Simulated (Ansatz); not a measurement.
# B2FH3: short molecular-dynamics run from a Python script

A script is to give a short molecular-dynamics run; the system is B2FH3. SMILES: BBF.

All numbers are computed with Ansatz 0.2.0 through its Python package. Level of theory: BLYP/6-31G.

### Step 1. Starting point

Bond lengths: B1–B2 1.608 Å, B2–F3 1.433 Å, B1–H4 1.152 Å, B1–H5 1.235 Å, B2–H6 1.165 Å. Angles: B1–B2–F3 120.4°, B1–B2–H6 118.9°, F3–B2–H6 120.7°, B2–B1–H4 123.1°, B2–B1–H5 120.3°, H4–B1–H5 116.6°.

No structure file is read: the coordinates are typed or built in the script.

### Step 2. Script

b2fh3.py

```python
import warnings

import ansatz as az
import numpy as np

warnings.simplefilter("ignore", az.DeckWarning)

geometry_ang = [
    ("B", [-0.4068, 0.1454, -0.688]),
    ("B", [0.4196, -0.2636, 0.6288]),
    ("F", [0.6652, 0.7, 1.66]),
    ("H", [-0.6054, -0.5839, -1.5569]),
    ("H", [-0.8557, 1.2895, -0.8126]),
    ("H", [0.8252, -1.3515, 0.7226]),
]
molecule = az.Crystal.molecule()
for symbol, xyz in geometry_ang:
    molecule = molecule.atom(symbol, xyz)

calculation = (
    molecule.calculation()
    .basis(gaussian="6-31G")
    .functional("BLYP")
)
symbols = [site.symbol for site in molecule.cartesian_sites]
start = np.array([site.position_ang for site in molecule.cartesian_sites], dtype=float)
rep = calculation.relax(force_tolerance=0.02, max_steps=100).run().report
end = np.array(rep["positions_ang"])
minimum = az.Crystal.molecule()
for symbol, place in zip(symbols, end):
    minimum = minimum.atom(symbol, place.tolist())

calculation = (
    minimum.calculation()
    .basis(gaussian="6-31G")
    .functional("BLYP")
    .md("nvt_langevin", timestep=0.25, steps=30, temperature=500, initial_velocities="maxwell_boltzmann", seed=91, friction=0.01)
)
frames = []
done = calculation.session().plan().execute(on_event=lambda e: frames.append(e["data"]) if e["event"] == "md_step" else None)
print("t (fs)   E_pot (eV)      E_kin (eV)   T (K)   d(0-1) (A)")
for f in frames[::2]:
    xyz = np.array(f["positions_ang"])
    print(f"{f['time_fs']:6.2f} {f['lagrangian_ev']:14.5f} {f['e_kin_ev']:10.5f} {f['temperature_k']:8.1f} {np.linalg.norm(xyz[0] - xyz[1]):9.4f}")
print("mean temperature", round(float(np.mean([f["temperature_k"] for f in frames])), 1), "K")
```

### Step 3. The calls as engine input

The package turns the script's settings into the engine's input (first run):

```yaml
crystal:
  periodic: [false, false, false]
  atoms:
    - { symbol: B, position_ang: [-0.4068, 0.1454, -0.688] }
    - { symbol: B, position_ang: [0.4196, -0.2636, 0.6288] }
    - { symbol: F, position_ang: [0.6652, 0.7, 1.66] }
    - { symbol: H, position_ang: [-0.6054, -0.5839, -1.5569] }
    - { symbol: H, position_ang: [-0.8557, 1.2895, -0.8126] }
    - { symbol: H, position_ang: [0.8252, -1.3515, 0.7226] }
basis:
  gaussian:
    orbitals: "6-31G"
hamiltonian:
  xc: blyp
relax:
  f_tol: 0.02
  max_steps: 100
```

### Step 4. Launch

Launch:

```console
$ python b2fh3.py
```

**Question.** What results will this script give? Wanted: moves of the relaxation of run 1; energy gained in run 1; last largest force component of run 1; mean temperature, second half; farthest move.

The runs gave:

| quantity | value |
| --- | --- |
| runs compared | 2 |
| moves of the relaxation of run 1 | 12 |
| energy gained in run 1 | 0.629 eV |
| last largest force component of run 1 | 0.0037 eV/Å |
| length of the run | 30 steps, 8 fs |
| mean temperature, second half | 238 K |
| farthest move | 0.18 Å |

**Reading.** Run 1: The relaxation took 12 moves; the largest shift is 0.848 Å, of atom 5 (H). So large a move can change the bonding: the results belong to the relaxed structure. The temperature swings between 153 and 428 K, with a mean of 238 K in the second half; from a start near a minimum about half of the kinetic energy passes into potential energy. 8 fs show the first vibrations only, not equilibrium. The trajectory is only some femtoseconds long, and gives no averages; where the script doesn't relax first, it starts from a rough generated geometry. The printed temperature counts all 3N degrees of freedom under Langevin dynamics, so the first row lies under the target.
